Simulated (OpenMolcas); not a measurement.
# C3H3F3 (SMILES C=CC(F)(F)F), step by step

Aim: the energy (HF/6-31G*), then a single-point energy (CASSCF(8,8)/6-31G*), then a single-point energy (CASPT2(8,8)/6-31G*) of C3H3F3. 

The calculation is run with OpenMolcas 26.06.

## Step 1: Starting point

C3H3F3: 9 atoms, total charge 0, spin state singlet. SMILES: `C=CC(F)(F)F`. The coordinates come from a GFN2-xTB relaxation.

Bond lengths: C1–C2 1.319 Å, C2–C3 1.501 Å, C3–F4 1.345 Å, C3–F5 1.340 Å, C3–F6 1.345 Å, C1–H7 1.078 Å, C1–H8 1.076 Å, C2–H9 1.079 Å. Some angles: C1–C2–C3 121.4°, C2–C3–F4 112.5°, C2–C3–F5 112.1°, C2–C3–F6 112.6°, F4–C3–F5 106.6°, F4–C3–F6 106.0°, F5–C3–F6 106.6°, C1–C2–H9 123.9°, C3–C2–H9 114.7°, C2–C1–H7 121.6°.

## Step 2: The energy at HF/6-31G(d) (RICD fitting, Cartesian functions) (run 1)

The input, coord.xyz:

```xyz
9

C      0.076840    -1.344680     0.383060
C     -0.412050    -0.120740     0.445890
C      0.107180     0.975700    -0.437910
F     -0.051790     0.702480    -1.745700
F     -0.512620     2.141820    -0.213050
F      1.422110     1.199780    -0.263740
H      0.866990    -1.602380    -0.303250
H     -0.295870    -2.130040     1.016520
H     -1.200780     0.178060     1.118170
```

The input, step1.input:

```
>>> EXPORT MOLCAS_PRINT=2

&GATEWAY
 Coord=coord.xyz
 Basis=6-31G*
 Group=NoSym
 RICD

&SEWARD

&SCF
 PrOrbitals=0
```

Run with:

```
export MOLCAS_MEM=1860
pymolcas step1.input > step1.log
```

Output, cut to the lines that bear on the results:

```text
--- Start Module: gateway ---
[...]
--- Stop Module: gateway /rc=_RC_ALL_IS_WELL_ ---
--- Start Module: seward ---
[...]
      Basis functions           96
--- Stop Module: seward /rc=_RC_ALL_IS_WELL_ ---
[...]
--- Start Module: scf ---
[...]
       Convergence after  11 Iterations
[...]
::    Total SCF energy                               -413.6514457071
[...]
      Total spin, S                                     0.0000000000
[...]
      Total electronic charge=   48.000000
      Total            charge=   -0.000000
[...]
      Dipole Moment (debye):
      Origin of the operator (angstrom)=    0.1346    0.7017   -0.3717
                   X= -6.7821E-01               Y= -2.2541E+00               Z=  1.4383E+00           Total=  2.7585E+00
      Quadrupole Moment (debye*angstrom):
[...]
--- Stop Module: scf /rc=_RC_ALL_IS_WELL_ ---
[...]
```

Wall time 4.8 s (1 thread of Intel Xeon Platinum 8259CL at 2.50GHz (Skylake/Cascade Lake), shared host); peak memory 0.081 GiB.

## Step 3: A single-point energy at CASSCF(8,8)/6-31G(d) (RICD fitting, Cartesian functions) (run 2)

coord.xyz is that of step 2.

The input, step2.inp:

```
&GATEWAY
  Coord = coord.xyz
  Basis = 6-31G*
  Group = NoSym
  RICD

&SEWARD

&RASSCF
  FileOrb = $CurrDir/step1.ScfOrb
  Spin = 1
  Nactel = 8 0 0
  Inactive = 20
  Ras2 = 8
  OrbListing = Nothing
```

Run with:

```
export MOLCAS_MEM=1860
pymolcas step2.inp > step2.log
```

Output, cut to the lines that bear on the results:

```text
--- Start Module: gateway ---
[...]
--- Stop Module: gateway /rc=_RC_ALL_IS_WELL_ ---
--- Start Module: seward ---
[...]
      Basis functions           96
--- Stop Module: seward /rc=_RC_ALL_IS_WELL_ ---
[...]
--- Start Module: rasscf ---
[...]
      Number of active orbitals                  8
[...]
      Spin quantum number                      0.0
[...]
      Active orbitals                            8
[...]
      Number of CSFs                          1764
[...]
      Number of root(s) required                 1
[...]
 ###    WARNING: Large orbital rotation.                                     ###
 ###############################################################################
      Molecular orbital  21 of symmetry 1 MO space 2  weight is    0.213736
[...]
      Convergence after 48 iterations
[...]
      printout of CI-coefficients larger than  0.05 for root  1
      energy=    -413.749569
      conf/sym  11111111     Coeff  Weight
             1  22220000  -0.96814 0.93730
            18  22202000   0.16940 0.02870
            49  u22dud00  -0.05222 0.00273
            67  22020002   0.05749 0.00331
            75  2ud20u0d  -0.06274 0.00394
      Natural orbitals and occupation numbers for root  1
      sym 1:   1.984530   1.979641   1.980018   1.927588   0.072898   0.020541   0.017019   0.017766
      ************************************************************************************************************************
      *                                                    Final results                                                     *
[...]
::    RASSCF root number  1 Total energy:   -413.74956931
[...]
      Total electronic charge=   48.000000
      Total            charge=   -0.000000
[...]
      Dipole Moment (debye):
      Origin of the operator (angstrom)=    0.1346    0.7017   -0.3717
                   X= -7.2716E-01               Y= -2.1320E+00               Z=  1.4447E+00           Total=  2.6761E+00
      Quadrupole Moment (debye*angstrom):
[...]
--- Stop Module: rasscf /rc=_RC_ALL_IS_WELL_ ---
[...]
```

It took 19 s on 1 thread of Intel Xeon Platinum 8259CL at 2.50GHz (Skylake/Cascade Lake), shared host; peak memory 0.081 GiB.

## Step 4: A single-point energy at CASPT2(8,8)/6-31G(d) (RICD fitting, Cartesian functions, ipea shift 0.25 Eh, pt2 variant SS) (run 3)

coord.xyz is that of step 3.

The input, step3.inp:

```
* C3H3F3 CASPT2

&gateway
 coord = coord.xyz
 basis = 6-31G*
 group = NoSym
 ricd

&seward

&rasscf
 fileorb = $CurrDir/step2.RasOrb
 spin = 1
 nactel = 8 0 0
 inactive = 20
 ras2 = 8
 orblisting = Nothing

&caspt2
 imaginary = 0.2
```

Run with:

```
export MOLCAS_MEM=1860
pymolcas step3.inp > step3.log
```

Output, cut to the lines that bear on the results:

```text
--- Start Module: gateway ---
[...]
--- Stop Module: gateway /rc=_RC_ALL_IS_WELL_ ---
[...]
      Basis functions           96
[...]
--- Start Module: rasscf ---
[...]
      Number of active orbitals                  8
[...]
      Spin quantum number                      0.0
[...]
      Active orbitals                            8
[...]
      Number of CSFs                          1764
[...]
      Number of root(s) required                 1
[...]
      Convergence after  6 iterations
[...]
      printout of CI-coefficients larger than  0.05 for root  1
      energy=    -413.749569
      conf/sym  11111111     Coeff  Weight
             1  22220000   0.96814 0.93730
            18  22202000  -0.16940 0.02870
            49  u22dud00   0.05222 0.00273
            67  22020002  -0.05748 0.00330
            75  2ud20u0d   0.06272 0.00393
      Natural orbitals and occupation numbers for root  1
      sym 1:   1.984530   1.979641   1.980018   1.927587   0.072899   0.020541   0.017019   0.017766
      ************************************************************************************************************************
      *                                                    Final results                                                     *
[...]
::    RASSCF root number  1 Total energy:   -413.74956931
[...]
      Total electronic charge=   48.000000
      Total            charge=   -0.000000
[...]
      Dipole Moment (debye):
      Origin of the operator (angstrom)=    0.1346    0.7017   -0.3717
                   X= -7.2717E-01               Y= -2.1319E+00               Z=  1.4447E+00           Total=  2.6760E+00
      Quadrupole Moment (debye*angstrom):
[...]
--- Stop Module: rasscf /rc=_RC_ALL_IS_WELL_ ---
[...]
--- Start Module: caspt2 ---
[...]
      E2 (Variational):          -0.7979196164
      Total energy:            -414.5474889250
[...]
      Reference weight:           0.83441
[...]
::    CASPT2 Root  1     Total energy:   -414.54748893
[...]
--- Stop Module: caspt2 /rc=_RC_ALL_IS_WELL_ ---
[...]
```

Run time: 13 s. Hardware: 1 thread of Intel Xeon Platinum 8259CL at 2.50GHz (Skylake/Cascade Lake), shared host; peak memory 0.081 GiB.

## Step 5: Summary of results

| quantity | value |
| --- | --- |
| run 1, HF/6-31G*: total energy | -413.65145 Eh |
| run 1, HF/6-31G*: dipole moment | 2.76 D |
| run 1, HF/6-31G*: HOMO energy | -11.22 eV |
| run 1, HF/6-31G*: LUMO energy | 3.60 eV |
| run 1, HF/6-31G*: HOMO–LUMO gap | 14.83 eV |
| run 2, CASSCF(8,8)/6-31G*: total energy | -413.74957 Eh |
| run 2, CASSCF(8,8)/6-31G*: dipole moment (CASSCF density) | 2.68 D |
| run 3, CASPT2(8,8)/6-31G*: total energy | -414.54749 Eh |
| run 3, CASPT2(8,8)/6-31G*: dipole moment (CASSCF density) | 2.68 D |

In words: Mulliken charges (run 1, HF/6-31G*) run from -0.38 on F5 to +1.12 on C3; they depend strongly on the basis. Mulliken charges (run 2, CASSCF(8,8)/6-31G*) run from -0.38 on F5 to +1.11 on C3.
